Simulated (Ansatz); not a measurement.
| atom | x (Å) | y (Å) | z (Å) |
| --- | --- | --- | --- |
| O | 0.0007 | -0.0006 | -0.1089 |
| H | 0.0006 | -0.0001 | 0.8687 |

Basis set: def2-TZVP (spherical functions). Frozen core: 1 orbital. Charge 0, multiplicity 2.

Computed with Ansatz (development build ahead of 0.2.0); free ground-state atoms in the same class of orbitals, no zero-point energy, no relativity.

The atomization energy of doublet OH from measured heats of formation, zero-point and thermal terms removed is 4.616 eV (G2/97 set, Curtiss et al., J. Chem. Phys. 106, 1063 (1997), as shipped with ASE); it holds spin-orbit and other relativistic effects.

**Question.** How far do UHF-MP2, UHF miss it in this basis?

**Answer.**

```csv
method,atomization energy (eV),computed − measured (eV)
UHF-MP2,4.367,-0.249
UHF,2.898,-1.718
```
